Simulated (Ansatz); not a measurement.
Ideal-gas functions of ethanol at 600 K and 1 bar, from an Ansatz frequency run at PBE0-D4/def2-TZVP.

Molar mass 46.07 g/mol, point group C1 (symmetry number 1), electronic degeneracy 1, moments of inertia 14.579, 54.435, 61.663 u Å². Harmonic wavenumbers (cm⁻¹, unscaled): 266, 287, 425, 804, 900, 1066, 1102, 1147, 1281, 1372, 1395, 1421, 1480, 1485, 1512, 3003, 3041, 3089, 3117, 3132, 3858.

Use S(trans) = R[1.5 ln M + 2.5 ln T − 1.1517]; rotational temperatures θ = 24.2544 K / I; S(rot) = R[ln(√π/σ · √(T³/θAθBθC)) + 1.5]; for each mode x = 1.438777 ν̃/T, S = R[x/(eˣ − 1) − ln(1 − e⁻ˣ)] and H = RT x/(eˣ − 1); 1 cm⁻¹ = 0.0119627 kJ/mol; R = 8.31446 J/(mol·K).

Q: By hand: the entropy, in J/(mol·K).

A: Translation 171.2. Rotation: θ = 1.6637, 0.4456, 0.3933 K, giving 102.1. Vibration, mode by mode: 12.19, 11.58, 8.51, 4.04, 3.36, 2.46, 2.30, 2.11, 1.64, 1.37, 1.31, 1.25, 1.12, 1.11, 1.05, 0.05, 0.05, 0.04, 0.04, 0.04, 0.01, in all 55.6. Electronic 0.0. Sum 328.9 J/(mol·K).

Q: By hand: H − E and G − E in kJ/mol, counted from the electronic energy.

A: Zero-point energy ½ × 35183 × 0.0119627 = 210.4; thermal vibration 20.2; translation, rotation and pV give 4 RT = 20.0. H − E = 250.6 kJ/mol, and G − E = 250.6 − 600 × 328.9/1000 = 53.3 kJ/mol.

Vibration gives 17 % of the entropy. The sum counts one conformer and one mirror image; others add a mixing term.
